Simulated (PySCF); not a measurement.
Gas-phase reaction: 3 SiCl2F2 + SiF2 = 2 SiCl3 + 2 SiF4

Energies from PySCF, thermal terms from the rigid-rotor harmonic-oscillator model, ideal gas at 1 bar. † marks an energy on the PBE0/def2-TZVP geometry and frequencies; other levels use their own. MP2 and CCSD(T) freeze the core. 6-31G* has spherical d functions here. Open shells (unrestricted): SiCl3 (multiplicity 2); the rest are closed-shell singlets. MP2 isn't extrapolated to the basis-set limit; its ΔH°(298 K) is 161.6 kJ in def2-SVP and 150.5 kJ in def2-TZVPP. CCSD(T) isn't extrapolated to the basis-set limit; its ΔH°(298 K) is 172.0 kJ in def2-SVP and 159.4 kJ in def2-TZVPP. The harmonic model lacks anharmonicity and excited electronic states, which grow with temperature; levels with a mode under 35 cm⁻¹ are left out.

```tsv
level	ΔE electronic, kJ	ΔH°(298 K), kJ	ΔS°(298 K), J/K	ΔG°(1800 K), kJ
CCSD(T)/def2-SVP†	170	172	-18	207
HF/6-31G*	89	90	-18	125
HF/def2-TZVP†	76	78	-18	113
MP2/def2-SVP†	160	162	-18	197
PBE/def2-SVP	153	154	-17	186
PBE0/def2-QZVP†	129	131	-18	166
PBE0/def2-SVP†	146	148	-18	183
LDA/def2-TZVP†	158	160	-18	195
ωB97M-V/def2-TZVP†	188	190	-18	225
```
ΔH° is lowest at HF/def2-TZVP† and highest at ωB97M-V/def2-TZVP†. No reference value is set beside these.
